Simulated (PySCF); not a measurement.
dichloromethane (CH2Cl2), SMILES ClCCl. Atoms are numbered in the order given.

```xyz
5

Cl    -1.4688     0.0000     0.2146
C      0.0000     0.0000    -0.7593
Cl     1.4688     0.0000     0.2146
H      0.0000     0.8970    -1.3708
H      0.0000    -0.8970    -1.3708
```
Charge 0, spin multiplicity 1.

Geometry: PBE0-D3(BJ)/def2-TZVP.

Method: B3LYP/pcJ-1 run with PySCF.

Isotropic couplings with Fermi-contact, spin-dipole and both spin-orbit terms, one fixed conformer, no vibrational averaging. Isotopes: 13C, 1H.

Task: Estimate the spin–spin coupling constants. (An estimate is asked for; the answer gives what the named calculation found.)

Result: 
| pair | bonds apart | J (Hz) |
|---|---|---|
| C2–H4 | 1 | 183.6 |
| C2–H5 | 1 | 183.6 |
| H4–H5 | 2 | -7.5 |
